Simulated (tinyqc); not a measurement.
Inside a calculation. Method: geometry optimisation on the RHF/sto-6g surface (energies and gradients from PySCF), for H2F+, spin multiplicity 1. Computed by tinyqc, a small Python program that keeps every step (integrals from PySCF). Settings: charge = 1, multiplicity = 1, basis = sto-6g, optimiser = bfgs, first Hessian = 0.15, largest step = 0.3, iteration cap = 30. Command: `OMP_NUM_THREADS=1 python tinyqc.py 25691 25692 out.jsonl` (the two numbers bound the seeds that draw the settings). One thread of a shared host (Intel(R) Xeon(R) Processor @ 2.60GHz), about 1 s of CPU time with the checks.

## Step 1: energy and gradient

positions at the start (bohr):
```
            x          y          z
1F   0.000000   0.115273  -0.022677
2H  -0.035905   1.445640   0.980768
3H   0.034015  -1.490994   1.143284
```

Self-consistent energy and analytic gradient at these positions.

energy = -99.77037820 hartree

gradient (hartree/bohr):
```
              x            y            z
1F  -0.00429901   0.17382949   0.03118009
2H   0.00325624  -0.12256696  -0.07928900
3H   0.00104276  -0.05126253   0.04810891
```

## Step 1: move

Quasi-Newton step p = -H^(-1) g (first H = 0.15 times the unit matrix); steps longer than 0.3 bohr are cut back (factor 0.188 here).

positions after step 1 (bohr):
```
            x          y          z
1F   0.005380  -0.102258  -0.061696
2H  -0.039980   1.599021   1.079990
3H   0.032710  -1.426844   1.083081
```

## Step 2: energy and gradient

As before.

energy = -99.77343702 hartree

gradient (hartree/bohr):
```
              x            y            z
1F   0.00314725  -0.12715271  -0.02347338
2H  -0.00189985   0.06954243   0.05831027
3H  -0.00124740   0.05761028  -0.03483688
```

## Step 2: move

inverse Hessian in use (bohr^2/hartree):
```
           1          2          3          4          5          6          7          8
1   6.664705   0.079270   0.014413   0.001344  -0.050017  -0.036249   0.000617  -0.029253
2   0.079270   3.462662  -0.582573  -0.054325   2.021552   1.465131  -0.024945   1.182452
3   0.014413  -0.582573   6.560759  -0.009892   0.368155   0.266390  -0.004522   0.214418
4   0.001344  -0.054325  -0.009892   6.665756   0.033854   0.024848  -0.000433   0.020471
5  -0.050017   2.021552   0.368155   0.033854   5.408795  -0.924691   0.016163  -0.763681
6  -0.036249   1.465131   0.266390   0.024848  -0.924691   5.996694   0.011400  -0.540440
7   0.000617  -0.024945  -0.004522  -0.000433   0.016163   0.011400   6.666483   0.008782
8  -0.029253   1.182452   0.214418   0.020471  -0.763681  -0.540440   0.008782   6.247895
9   0.021835  -0.882558  -0.160483  -0.014957   0.556536   0.403582  -0.006879   0.326022

           9
1   0.021835
2  -0.882558
3  -0.160483
4  -0.014957
5   0.556536
6   0.403582
7  -0.006879
8   0.326022
9   6.423567
```

Quasi-Newton step p = -H^(-1) g (the inverse Hessian comes from BFGS updates; coordinates in the order x, y, z of each atom); steps longer than 0.3 bohr are cut back.

positions after step 2 (bohr):
```
            x          y          z
1F   0.002863  -0.000912  -0.040917
2H  -0.039964   1.606113   1.032545
3H   0.035211  -1.535281   1.109747
```

## Step 3: energy and gradient

As before.

energy = -99.78379420 hartree

gradient (hartree/bohr):
```
              x            y            z
1F   0.00039200  -0.00715578  -0.05604470
2H  -0.00104765   0.03885739   0.02904037
3H   0.00065565  -0.03170160   0.02700433
```

## Step 3: move

inverse Hessian in use (bohr^2/hartree):
```
           1          2          3          4          5          6          7          8
1   6.665156   0.067192  -0.026491   0.000811  -0.031708  -0.012506   0.000699  -0.035484
2   0.067192   3.704317   1.014494  -0.032893   1.267109   0.623585  -0.034299   1.695241
3  -0.026491   1.014494   7.205489  -0.005255   0.321761  -0.630628   0.031745  -1.336254
4   0.000811  -0.032893  -0.005255   6.665762   0.035232   0.014701   0.000093  -0.002339
5  -0.031708   1.267109   0.321761   0.035232   5.302027  -0.622467  -0.003524   0.097531
6  -0.012506   0.623585  -0.630628   0.014701  -0.622467   6.731677  -0.002194  -0.001118
7   0.000699  -0.034299   0.031745   0.000093  -0.003524  -0.002194   6.665874   0.037823
8  -0.035484   1.695241  -1.336254  -0.002339   0.097531  -0.001118   0.037823   4.873895
9   0.038997  -1.638079   0.091805  -0.009446   0.300706   0.565618  -0.029551   1.337373

           9
1   0.038997
2  -1.638079
3   0.091805
4  -0.009446
5   0.300706
6   0.565618
7  -0.029551
8   1.337373
9   6.009243
```

Quasi-Newton step p = -H^(-1) g (the inverse Hessian comes from BFGS updates; coordinates in the order x, y, z of each atom); steps longer than 0.3 bohr are cut back (factor 0.597 here).

positions after step 3 (bohr):
```
            x          y         z
1F   0.000358   0.067080  0.181062
2H  -0.037077   1.507175  0.902791
3H   0.034829  -1.504335  1.017522
```

## Convergence

Stop when the largest gradient component is below 3e-5 hartree/bohr. The inverse Hessian follows the BFGS update with s = step, y = change of gradient.

Course of the optimisation:
```
step   E (hartree)  largest gradient (hartree/bohr)
1     -99.77037820                         1.74e-01
2     -99.77343702                         1.27e-01
3     -99.78379420                         5.60e-02
4     -99.76349946                         1.71e-01
5     -99.78747948                         1.92e-02
6     -99.78791034                         9.72e-03
7     -99.78801581                         7.71e-04
8     -99.78801663                         1.90e-05
```

Final distances (angstrom):
```
pair   distance
2H-1F  0.973099
3H-1F  0.973118
3H-2H  1.613505
```

Converged in 8 steps.
